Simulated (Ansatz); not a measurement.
This Ansatz (a first-principles code) input (CCSD(T)/6-31G) gives -100.11472 Eh with 11 basis functions.

Ansatz 0.2 input:
```yaml
crystal:
  periodic: [false, false, false]
  atoms:
    - {symbol: H, position_ang: [0.00000000, -0.12040787, -0.49082840]}
    - {symbol: F, position_ang: [0.00000000, 0.00976945, -1.40424978]}
basis:
  gaussian:
    orbitals: 6-31G
magnetization: {spin_polarized: false}
correlation: {method: ccsd_t, electrons: outside_noble_gas}
```

Change:
```diff
- orbitals: 6-31G
+ orbitals: aug-cc-pVTZ
```

**Question.** What does the run give now?

**Answer.** -100.34957 Eh (CCSD(T)/aug-cc-pVTZ, 69 functions), a change of -234.85 mEh.
